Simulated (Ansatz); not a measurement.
**GaH⁻, doublet in aug-cc-pVTZ: errors against UCCSDT(Q)**

Geometry: a PBE0/def2-TZVPD stationary point for this spin.

```csv
atom,x (Å),y (Å),z (Å)
Ga,0.0000,0.0000,0.0000
H,0.0000,0.0000,1.7244
```

Basis aug-cc-pVTZ; Ansatz 0.2.0. Correlated methods freeze the noble-gas cores and the filled d shells of p-block atoms, which leaves 5 electrons in 68 orbitals. R marks a restricted (for open shells ROHF) determinant, U an unrestricted one. Active spaces: valence = (5e, 5o) chosen from the atoms' valence shells. No spin–orbit coupling is included, and no scalar relativity.

Full CI isn't at hand for all of this; UCCSDT(Q) serves as the reference, and is uncertain by about the last step of the cluster series. The frozen core follows each run's orbitals, which can shift R against U totals by a few meV for light atoms and by up to 0.1 eV past Ca.

```
UHF ⟨S²⟩                          : 0.767
T1 diagnostic (RCCSD)             : 0.0285
largest doubles amplitude (RCCSD) : 0.060
T1 diagnostic (UCCSD)             : 0.0217
```

```csv
level,E − E(UCCSDT(Q)) (mEh),share of correlation (%),wall time
UHF,93.52,2.33,–
UMP2,22.90,76.08,–
UCCSD,3.74,96.09,–
UCCSD(T),0.86,99.11,30 s
UCCSDT,0.10,99.90,–
```

The correlation energy at UCCSDT(Q), counted from RHF, is -2.605 eV. That run took 31 s on 2 threads of AMD EPYC 7R13 with a shared H100 80 GB, shared host.

Run but not shown, since their state or frozen core can't be matched to the reference's or they repeat it: RHF, RMP2, RCCSD, RCCSD(T), BCCD(T), RCCSDT, RCCSDT(Q), CASSCF (valence space), NEVPT2 (valence space), MRCISD (valence space), MRCISD+Q (valence space).

Times hold each run's SCF and search for its determinant on a shared host, so for small cases they say little of a method's own cost; they ran on 1 thread of AMD EPYC 7R13.

Natural occupations of CASSCF (valence space) about the gap: 1.976 1.933 1.000 0.063 0.029; effectively unpaired electrons, Σ n²(2−n)², 1.04.
